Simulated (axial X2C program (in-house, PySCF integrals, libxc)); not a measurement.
# Excited states of LiCl by EOM-EE-CCSD

Computed with an axial X2C code built on PySCF integrals: two-component X2C with atomic mean-field Coulomb and Gaunt terms, Gaussian nuclei, basis Cl dyall-av3z, Li dyall-acv3z with contracted cores.

R = 2.021 Å (near the PBE0 minimum at charge 0 of the determinant lowest at the starting distance; the state shown can have its own minimum elsewhere).

Hartree–Fock spinors of LiCl (one of each Kramers pair; a window near the gap, which can cut inner shells):

| ω | occupied | ε (eV) | character |
| --- | --- | --- | --- |
| 1/2 | yes | -26.65 | 81% Cl s, 9% Li p, 7% Li d |
| 1/2 | yes | -11.09 | 88% Cl p, 6% Li p, 4% Li s |
| 1/2 | yes | -10.36 | 90% Cl p, 6% Li d, 5% Li p |
| 3/2 | yes | -10.28 | 90% Cl p, 6% Li d, 5% Li p |
| 1/2 | no | -0.42 | 64% Li s, 32% Li p, 2% Cl p |
| 1/2 | no | 0.22 | 100% Li p |
| 3/2 | no | 0.22 | 100% Li p |
| 1/2 | no | 0.24 | 82% Li p, 17% Li s |
| 1/2 | no | 0.54 | 75% Li s, 23% Li p |
| 1/2 | no | 0.84 | 94% Li p, 4% Li d |

Vertical excitation energies from the closed-shell determinant state of LiCl:

| Ω | excitation (eV) | cm⁻¹ | hole of the leading pair | particle of the leading pair | weight of the pair (for Ω = 0 its time-reversed partner can hold as much again) | singles weight |
| --- | --- | --- | --- | --- | --- | --- |
| 2 | 5.321 | 42915 | 90% Cl pπ | 70% Li sσ, 16% Li pσ, 7% Cl sσ | 0.94 | 0.94 |
| 1 | 5.341 | 43076 | 90% Cl pπ | 69% Li sσ, 17% Li pσ, 7% Cl sσ | 0.80 | 0.94 |
| 0⁻ | 5.388 | 43460 | 89% Cl pπ | 70% Li sσ, 16% Li pσ, 7% Cl sσ | 0.47 | 0.94 |
| 0⁺ | 5.390 | 43470 | 89% Cl pπ | 70% Li sσ, 16% Li pσ, 7% Cl sσ | 0.47 | 0.94 |
| 1 | 5.436 | 43841 | 89% Cl pπ | 69% Li sσ, 18% Li pσ, 6% Cl pσ | 0.80 | 0.94 |
| 0⁻ | 5.895 | 47544 | 88% Cl pσ, 7% Li pσ | 68% Li sσ, 17% Li pσ, 7% Cl pσ | 0.46 | 0.94 |
| 1 | 5.895 | 47547 | 87% Cl pσ, 7% Li pσ | 68% Li sσ, 17% Li pσ, 7% Cl pσ | 0.92 | 0.94 |
| 0⁺ | 6.046 | 48763 | 88% Cl pσ, 6% Li pσ | 68% Li sσ, 20% Li pσ | 0.47 | 0.94 |
| 1 | 6.875 | 55450 | 90% Cl pπ | 81% Li pπ, 7% Cl dπ, 7% Li dπ | 0.60 | 0.95 |
| 0⁻ | 6.875 | 55452 | 90% Cl pπ | 81% Li pπ, 7% Cl dπ, 7% Li dπ | 0.30 | 0.95 |

This point took 13 s on 1 thread of Arm Neoverse V2, on a shared host.

Reference electrons by ω block (each with its −ω partner): 1/2: 8, 3/2: 2. 8 electrons of LiCl correlated (inner shells frozen), 88 natural virtual spinors (a truncated set); levels can be off by some tenths of an eV. Roots sought by Ω: (0: 5, 1: 4, 2: 3, 3: 1); rows need 60 % singles weight and stop where some Ω has no more roots. Missing are any skipped roots, higher Ω and states of a further excitation; these come out far too high here and may in truth be low or lowest. T1 of the reference 0.005 (Lee–Taylor). Number of frozen shells: Cl 2 s, 1 p; Li 1 s.
